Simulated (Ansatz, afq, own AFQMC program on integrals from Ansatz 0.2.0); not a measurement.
AlGeH2, quartet: AFQMC among the cluster methods

```xyz
4

Ge    0.0000    0.0000    0.5414
Al    0.0000    0.0000   -1.5646
H     0.0000   -1.2613    1.4311
H     0.0000    1.2613    1.4311
```

Connectivity, by distances: GeH2–Al.

Basis cc-pVDZ. Only valence electrons are correlated. AFQMC by an in-house program on the Cholesky factors that Ansatz 0.2.0 writes for its CCSD(T) run. The CISD trial takes its coefficients from CCSD amplitudes. Released means that phaseless walkers are propagated on without the constraint, phases kept. Free AFQMC starts from the CCSD state and is never constrained. Its projection time is finite, and what remains of the start isn't in its error. Error bars are statistical, one sigma. No spin–orbit coupling.

Determinant: UHF, the one that the program's search chose, which needn't be the lowest solution. The geometry is a point of a scan.

No full CI on the walks' own integrals is used here; CCSDT(Q) serves as the reference and is uncertain by about the last step of the cluster series.

Cautions: no relativity below Rb; no spin-orbit coupling; inner d shell frozen; lower spins were not checked.

```
T1 diagnostic                               : 0.0240
weight of the determinant in the CISD state : 0.892
⟨S²⟩ of the determinant                     : 3.756
size of the correlated space                : 9 electrons in 36 orbitals
```

| level | correlation energy (eV) |
| --- | --- |
| MP2 | -3.0017 |
| CCSD | -3.8104 |
| CCSD(T) | -3.9267 |

**Question.** Estimate where AFQMC with the constraint released lies against CCSD(T) on the same integrals.

**Answer.** 45.1 ± 8.7 meV below CCSD(T).

Reference: CCSDT(Q), correlation energy -3.963 eV. The released energy is read at 2.40 1/Eh (meV from the phaseless value at times in 1/Eh: 3 ± 8 at 0.24, 4 ± 9 at 0.51, 0 ± 7 at 0.99, -2 ± 7 at 1.62, 1 ± 9 at 2.40).

| level | E − E(reference) (meV) | share of correlation (%) |
| --- | --- | --- |
| CCSD(T) | 36.5 | 99.08 |
| CCSDT | 5.7 | 99.86 |
| ph-AFQMC/HF | -2.1 ± 26.8 | 100.05 |
| ph-AFQMC/CISD | -9.9 ± 7.8 | 100.25 |
| released AFQMC | -8.6 ± 8.7 | 100.22 |
| free AFQMC | -5.5 ± 10.9 | 100.14 |

Free projections are given only where their last times agree within the noise and don't stop above the reference; a slow remainder of the start can still hide under it. A walk keeps the symmetry of its determinant, which the program's search chose and which needn't be the lowest solution, so a lower state of the same spin and another symmetry isn't excluded. Released energies are given only where the last usable release times agree within the noise; a slower fall can still hide under it.
